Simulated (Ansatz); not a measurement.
# C4H8S2: one species, many methods

One table from this session's results is given with a row withheld; the runs are named, their logs left out.

The runs use Ansatz 0.2.0, Gaussian basis; functionals in def2-TZVPP, the program's frozen cores in correlated methods.

The runs, in order: PBE-D4, r2SCAN-D4, PBE0-D4, B3LYP-D4, ωB97X-V, ωB97M-V, B2PLYP; CCSD(T)/def2-TZVPP; MP2/def2-QZVPP; extrapolation to the limit.

### The geometry

All runs share one geometry, relaxed beforehand with PBE0-D4 in a triple-zeta def2 set.

SMILES `C1CSCSC1`, 14 atoms, charge 0, spin multiplicity 1.

Atoms are counted from 1 here; the program's logs count them from 0.

Bond lengths: C1–C2 1.519 Å, C1–C6 1.519 Å, C1–H7 1.093 Å, C1–H8 1.097 Å, C2–S3 1.805 Å, C2–H9 1.096 Å, C2–H10 1.092 Å, S3–C4 1.798 Å, C4–S5 1.798 Å, C4–H11 1.091 Å, C4–H12 1.094 Å, S5–C6 1.805 Å, C6–H13 1.096 Å, C6–H14 1.092 Å. Angles: C2–C1–C6 113.4°, C2–C1–H7 109.7°, C2–C1–H8 108.2°, C6–C1–H7 109.7°, C6–C1–H8 108.2°, H7–C1–H8 107.6°, C1–C2–S3 114.2°, C1–C2–H9 110.5°, C1–C2–H10 110.6°, S3–C2–H9 109.0°, S3–C2–H10 104.9°, H9–C2–H10 107.2°, C2–S3–C4 98.5°, S3–C4–S5 115.1°, S3–C4–H11 106.8°, S3–C4–H12 109.8°, S5–C4–H11 106.8°, S5–C4–H12 109.8° and more.

Set-up of the first run:

Input file in.yaml:

```yaml
crystal:
  periodic: [false, false, false]
  atoms:
    - {symbol: C, position_ang: [0.510765, 0.937179, 0.693184]}
    - {symbol: C, position_ang: [0.219258, -0.426934, 1.294578]}
    - {symbol: S, position_ang: [-1.396298, -1.100213, 0.855188]}
    - {symbol: C, position_ang: [-1.206517, -1.104942, -0.933150]}
    - {symbol: S, position_ang: [-0.911225, 0.506625, -1.674663]}
    - {symbol: C, position_ang: [0.624980, 0.917022, -0.821413]}
    - {symbol: H, position_ang: [-0.265874, 1.645318, 0.994043]}
    - {symbol: H, position_ang: [1.462576, 1.295966, 1.103570]}
    - {symbol: H, position_ang: [0.994601, -1.146370, 1.009147]}
    - {symbol: H, position_ang: [0.213997, -0.372629, 2.385012]}
    - {symbol: H, position_ang: [-2.144313, -1.475665, -1.348437]}
    - {symbol: H, position_ang: [-0.409517, -1.796689, -1.219698]}
    - {symbol: H, position_ang: [1.406396, 0.217726, -1.138574]}
    - {symbol: H, position_ang: [0.901172, 1.903595, -1.198796]}
basis:
  gaussian: {orbitals: def2-TZVPP}
hamiltonian: {xc: pbe, dispersion: d4}
output: {forces: true, orbitals: {seedname: orbitals}}
```

The run is started by

```sh
> ansatz run in.yaml --threads 2 --pin off --events-out ev --progress --plain --max-ram 32768MiB --backend cuda --devices 0, --max-vram 18GiB
```

Among the steps run: PBE-D4 (GGA); r2SCAN-D4 (meta-GGA); PBE0-D4 (hybrid); B3LYP-D4 (hybrid); ωB97X-V (range-separated); ωB97M-V (range-separated); B2PLYP (double hybrid); CCSD(T) in def2-TZVPP; MP2 in def2-QZVPP.

One of the session's tables, all rows but one given; the rest of the session is left out.

| method | atomisation energy (kJ/mol) |
| --- | --- |
| PBE-D4 | 5538.0 |
| r2SCAN-D4 | 5421.3 |
| PBE0-D4 | ? |
| B3LYP-D4 | 5384.4 |
| ωB97X-V | 5420.7 |
| ωB97M-V | 5425.2 |
| B2PLYP | 5321.0 |
| HF/def2-TZVPP | 3926.4 |
| MP2/def2-TZVPP | 5342.5 |
| CCSD/def2-TZVPP | 5165.3 |
| CCSD(T)/def2-TZVPP | 5254.0 |
| MP2/CBS | 5482.5 |
| CCSD(T)/CBS | 5394.0 |

Q: Estimate the row for PBE0-D4 from the others.

The run gave: atomisation energy (kJ/mol): 5459.2. In the column «atomisation energy (kJ/mol)» it lies between ωB97M-V (5425.2) and MP2/CBS (5482.5).

To keep in mind: Free atoms (4 C, 2 S, 8 H) were run apart at each level; the atomisation energy is their sum less the molecule, without zero-point or spin-orbit terms.
